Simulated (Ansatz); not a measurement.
Basis-set extrapolation for C5H10, SMILES `C1CCCC1` (PBE0-D4/def2-TZVP geometry, frozen core, Ansatz). Multiplicity 1, RHF reference.

```csv
,def2-TZVPP,def2-QZVPP
HF,-195.233990,-195.242970
MP2 correlation,-0.866119,-0.919274
CCSD(T) correlation,-0.954298,not run
```

Energies in hartree. Use E(X) = E(∞) + A·exp(−7.88·√X) for Hartree–Fock and E(X) = E(∞) + B·X^(−2.97) for correlation, with X = 3 and 4, and add CCSD(T) minus MP2 of the smaller set to the MP2 limit.

Question: What is the CCSD(T) energy at the basis-set limit?

Answer: HF limit: -195.242970 + (-0.008980) × 0.13774 = -195.24421. MP2 limit: -0.919274 + (-0.053155) × 0.74074 = -0.95865. Higher-order term: -0.954298 − (-0.866119) = -0.08818. Total: -196.29104 hartree, 64.5 kcal/mol below CCSD(T)/def2-TZVPP.
